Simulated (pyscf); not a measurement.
HI (SMILES I) + HC≡CH (SMILES C#C) → HI (SMILES I) + HC≡CH (SMILES C#C) (four-centre exchange; singlet surface; H–I, C–H broken, H–I, C–H formed). Single points on ωB97X-D3(BJ)/def2-SVP structures (PySCF, gas phase). Correlated levels are frozen-core, on RHF or UHF. ΔMP2 is the change of the MP2 total energy from the triple- to the quadruple-zeta basis. Energies in kcal/mol from the separated reactants.

| level | barrier | reaction energy |
|---|---|---|
| ωB97X-D3(BJ)/def2-TZVP | 54.8 | 0.0 |
| r²SCAN/def2-TZVP | 38.4 | 0.0 |
| M06-2X/def2-TZVP | 52.1 | 0.0 |
| ωB97M-D3(BJ)/def2-TZVP | 54.4 | 0.0 |
| MP2/def2-QZVPP | 61.2 | 0.0 |
| CCSD(T)/def2-TZVPP | ___ | 0.0 |
| CCSD(T)/def2-TZVPP + ΔMP2(QZVPP) | ___ | 0.0 |

Q: Some entries are withheld; supply them.

A: 
- CCSD(T)/def2-TZVPP, barrier: 51.4
- CCSD(T)/def2-TZVPP + ΔMP2(QZVPP), barrier: 50.1

The same reactants have a lower exit, to H₂C=CH–I (barrier +40.2 kcal/mol at ωB97M-D3(BJ)/def2-TZVP, against +54.4 kcal/mol here). This is the saddle that the search found; another between the same sides may lie lower. One closed-shell reference is unstable to symmetry breaking; treat the single-reference values with care. The CCSD(T) − MP2 part came from Ansatz, without density fitting, on the same reference. The largest closed-shell T1 diagnostic is 0.053, which may signal static correlation. The frozen core leaves the outer d or s,p core shells of the metals and heavy elements correlated in the MP2 and CC values, and def2-TZVPP describes them poorly, which can shift differences by a few kcal/mol. Elements past Kr carry the def2 core potentials, without spin-orbit coupling.
